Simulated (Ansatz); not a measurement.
**Zinc-blende MgS (metastable phase)**

The numbers are results of r²SCANh in Ansatz (plane waves, PAW), not measurements.

Settings: plane-wave cutoff 520 eV, 8×8×8 k mesh, Fermi–Dirac smearing 0.01 eV, scalar-relativistic PAW data made under PBE.

Cell: relaxed at this level.

For zinc-blende MgS (metastable phase), the volume per atom comes out as 22.61 Å³/atom. The bulk modulus is 60.7 GPa, the band gap is 4.74 eV (on the SCF k mesh) (direct) and the width of the whole s-p valence band is 12.16 eV. The equilibrium lattice constant a is 5.655 Å and the pressure derivative B′ of the bulk modulus is 4.0.

Measured, for comparison: band gap 4.78 ± 0.1 eV (temperature not stated, extrapolated in composition from an alloy gap of 4.19 eV, direct; extrapolated from a Zn0.2Mg0.8S0.645Se0.355 epilayer; as tabulated in Lucero et al. (2012), arXiv:1111.4515).

Computed values are for the static lattice.

Computing time: very roughly 6 core-minutes.

Ansatz is an electronic-structure program.
